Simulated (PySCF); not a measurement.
F₂⁺: frontier orbitals

PBE0 at R = 1.274 Å; PySCF, no relativity, basis sets F def2-TZVP. State: ⁴Σu⁻ (quartet), unpaired electrons σ ↑, π ↑↑, a second solution, started from another occupation. Only the outer orbitals are listed.

| spin | orbital | occ. | ε (eV) | main shells (%) |
| --- | --- | --- | --- | --- |
| α | σg | 1 | -54.40 | 90 s, 9 p |
| α | σu | 1 | -45.06 | 97 s |
| α | σg | 1 | -32.48 | 89 p, 10 s |
| α | πu | 1 | -30.73 | 99 p |
| α | πu | 1 | -30.73 | 99 p |
| α | πg | 1 | -26.07 | 100 p |
| α | πg | 1 | -26.07 | 100 p |
| α | σu | 1 | -19.30 | 98 p |
| α | σg | 0 | 2.20 | 100 s |
| β | σg | 1 | -50.50 | 90 s, 9 p |
| β | σu | 1 | -40.68 | 95 s |
| β | σg | 1 | -28.52 | 89 p, 10 s |
| β | πu | 1 | -26.21 | 99 p |
| β | πu | 1 | -26.21 | 99 p |
| β | πg | 0 | -18.39 | 100 p |
| β | πg | 0 | -18.39 | 100 p |
| β | σu | 0 | -10.82 | 98 p |

Task: Which are the highest filled and the lowest empty level, where do they sit, and how wide is the gap?

Result: Highest filled α σu at -19.30 eV (in %: 98 p); lowest empty β πg at -18.39 eV (in %: 100 p); the gap at PBE0 is 0.91 eV.

```
bond order (Mayer) : 1.36
⟨S²⟩               : 3.761
```
